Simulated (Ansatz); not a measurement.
```xyz
4

F     0.0001    0.7100    4.3000
F    -0.0001   -0.7100    4.3000
H     0.3700    0.0000    0.0000
H    -0.3700    0.0000    0.0000
```

RHF on singlet H₂F₂ in separate pieces was run in several spherical basis sets with Ansatz (development build ahead of 0.2.0). Caution for RHF: no unrestricted run beside it, a lower state can exist.

Question: Rank the basis sets by the total energy that they give, lowest first, with the distance from the lowest.
A. def2-SVP
B. cc-pVDZ
C. 6-31G

Answer: B (0.00 eV), C (1.11 eV), A (4.87 eV).

Totals follow the description of the cores as much as that of the bonds, so this order isn't one of quality for chemistry.
